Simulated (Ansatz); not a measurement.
Two structures of CH5OS, doublet, reached by relaxing down either side of one saddle point (PBE0-D4/def2-TZVP). Energies are electronic, without zero-point energy. Ansatz 0.2.0; basis: def2-TZVPP and def2-QZVPP; cores frozen in the correlated methods; orbitals are unrestricted. Extrapolation: Hartree–Fock as exp(−7.88 √X), correlation as X^−2.97. First:

H1  (-1.351, 0.881, 0.182)
C2  (-0.803, 0.250, -0.525)
O3  (0.598, 0.404, -0.403)
S4  (1.571, -1.727, 2.051)
H5  (-1.027, -0.793, -0.298)
H6  (-1.149, 0.466, -1.542)
H7  (0.826, 1.325, -0.547)
H8  (1.335, -0.808, 1.084)
(Å)

Second:

```
8
angstrom
H -0.0095 -0.8147 1.9601
C -1.0148 0.3132 -1.2559
O 0.3259 0.1479 -1.3006
S 1.0657 -0.0102 1.9440
H -1.4985 0.2967 -2.2223
H -1.4490 0.8666 -0.4294
H 0.6816 0.2365 -0.4026
H 1.8985 -1.0360 1.7066
```

Which bonds change from the first to the second?

CH₄O ([CH3][OH]) + HS → CH₃O ([CH2][OH]) + H₂S; bonds formed: H1–S4; bonds broken: H1–C2.

Give the saddle point's structure and its height above each. (An estimate is asked for; the value comes from the calculation.)

Computed: 14.11 kcal/mol above the first and 7.06 kcal/mol above the second (CCSD(T) at an estimated basis limit (MP2 extrapolated from triple and quadruple zeta, plus CCSD(T) − MP2 in triple zeta)).
```
8
angstrom
H -0.1015 -0.2086 0.7863
C -0.6191 0.1788 -0.6059
O 0.4477 0.4512 -1.3936
S 0.5236 -0.5427 2.0836
H -1.1301 -0.7276 -0.9129
H -1.2446 1.0177 -0.2999
H 0.8312 1.2974 -1.1435
H 1.2926 -1.4661 1.4858
```

T1 diagnostic: at most 0.017. ⟨S²⟩ of the unrestricted Hartree–Fock references: 0.76 to 0.79 (a pure state has 0.75).

Labels in which every atom is bracketed show which atoms are joined, not bond orders.

For scale, one of the runs: CCSD(T)/def2-TZVPP, 174 basis functions (an equivalent command: `ansatz run in.yaml --threads 4`). The run took 77 s on 4 CPU threads (shared host), with 3.9 GiB of host memory at its peak.
